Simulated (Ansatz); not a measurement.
Basis-set extrapolation for `ClC(Cl)C(Cl)Cl` (PBE0-D4/def2-TZVP geometry, frozen core, the Gaussian-basis code of Ansatz). Multiplicity 1, RHF reference.

```csv
,def2-TZVPP,def2-QZVPP
HF,-1914.955075,-1915.009090
MP2 correlation,-1.098302,-1.199634
CCSD(T) correlation,-1.216558,not run
```

Energies in hartree. Use E(X) = E(∞) + A·exp(−7.88·√X) for Hartree–Fock and E(X) = E(∞) + B·X^(−2.97) for correlation, with X = 3 and 4, and add CCSD(T) minus MP2 of the smaller set to the MP2 limit.

What is the CCSD(T) energy at the basis-set limit?

HF limit: -1915.009090 + (-0.054015) × 0.13774 = -1915.01653. MP2 limit: -1.199634 + (-0.101332) × 0.74074 = -1.27469. Higher-order term: -1.216558 − (-1.098302) = -0.11826. Total: -1916.40948 hartree, 624.5 kJ/mol below CCSD(T)/def2-TZVPP.
